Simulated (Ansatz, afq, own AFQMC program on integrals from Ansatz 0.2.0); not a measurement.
Integrals from Ansatz 0.2.0, then the random walk in our own AFQMC program (afq).

```yaml
crystal:
  periodic: [false, false, false]
  atoms:
    - {symbol: Si, position_ang: [0.000000, 0.000000, 0.532593]}
    - {symbol: C, position_ang: [0.000000, 0.000000, -1.479745]}
    - {symbol: H, position_ang: [0.000000, 1.441632, 1.396225]}
    - {symbol: H, position_ang: [0.000000, -1.441632, 1.396225]}
basis:
  gaussian: {orbitals: cc-pVDZ}
magnetization: {spin_polarized: false}
correlation: {method: ccsd_t, electrons: outside_noble_gas, hamiltonian_folder: ham}
```

```sh
$ ansatz run in.yaml --threads 1 --pin off --events-out ev --progress --plain --max-ram 1382MiB
```

afq runs on the folder ham with

```
--method phaseless --trial cisd --walkers 70 --populations 1 --least-time 40 --time-step 0.005 --steps-per-block 50 --equilibration-blocks 28 --max-blocks 300 --target-error 0.00038 --factor-cut 1e-05 --seed 3853 --release-times 0.24,0.51,0.99,1.62,2.4 --release-step 0.03 --release-every 4 --taylor-order 6
```

Times are imaginary, in 1/Eh. The walk had a cap of 536 s.

Output of the walk:

```
orbitals 36  electrons 5 5  factors 261 of 404
reference energy -327.69648080 Eh
CCSD correlation -0.25574060 Eh in 13 cycles, weight of the determinant in the CISD state 0.8093
energy of the start -327.952221 Eh
 block  time / (1/Eh)  mean weight  energy / Eh
     1     0.250  0.9982  -327.947499
     2     0.500  1.0011  -327.950165
     3     0.750  0.9975  -327.951917
     4     1.000  1.0000  -327.954358
     5     1.250  0.9989  -327.963303
     8     2.000  1.0010  -327.978514
    17     4.250  1.0009  -327.979400
    41    10.250  0.9979  -327.978252
    65    16.250  0.9992  -327.960967
    89    22.250  1.0009  -327.958579
   113    28.250  1.0015  -327.970050
   137    34.250  1.0015  -327.978083
   161    40.250  0.9952  -327.954912
   185    46.250  1.0015  -327.961188
   209    52.250  1.0016  -327.968027
   233    58.250  1.0014  -327.958917
   257    64.250  1.0030  -327.968962
   281    70.250  1.0001  -327.960514
   305    76.250  1.0009  -327.961359
   321    80.250  1.0020  -327.959991
blocks merged  error / Eh  count
     1  0.000419  300
     2  0.000524  150
     4  0.000622  75
     8  0.000786  37
    16  0.000877  18
    32  0.000874  9
released: time / (1/Eh)  energy / Eh  error  mean overlap
  0.24  -327.965505  0.000957  1.0063
  0.51  -327.966232  0.001115  0.9954
  0.99  -327.968822  0.000846  0.9805
  1.62  -327.969755  0.001186  0.9734
  2.40  -327.969974  0.001220  0.9222
energy -327.965496 +/- 0.000877 Eh
(rows thinned)
```

The run passed its tests (sampling time, drift between the halves within three errors, error under three times the target), which doesn't prove that it has relaxed.

Against this walk (error 23.9 meV) on the same determinant: CCSD(T) 12.7 meV lower (within the noise), CCSDT(Q) 98.2 meV lower. The error is statistical and leaves out the bias of the constraint. None of these is a sure reference here. Released to 2.40 1/Eh the energy lies 122 ± 41 meV (both errors) below the phaseless value, which shows part or all of the bias of the constraint, and CCSDT(Q) lies 23.7 meV above the released value.

Cautions: constraint bias not in the error; error above the target (23.9 against 10.3 meV); higher spins were not checked; restricted determinant unstable towards unrestricted (UHF 905 meV lower, ⟨S²⟩ 1.31); strong correlation (T1 0.029, weight of the determinant 0.81, largest double 0.21); the bias of populations of 70 walkers isn't removed.

The walk took 3.1 min on 1 thread of Arm Neoverse V2, with other jobs on the host. The log's last line is the phaseless energy.

CCSDT and higher add their correlation energy to the determinant of the CCSD(T) run, since their own runs factorise the integrals more tightly (a shift of under 2 meV). A walk keeps the symmetry of its determinant, which the program's search chose and which needn't be the lowest solution, so a lower state of the same spin and another symmetry isn't excluded.
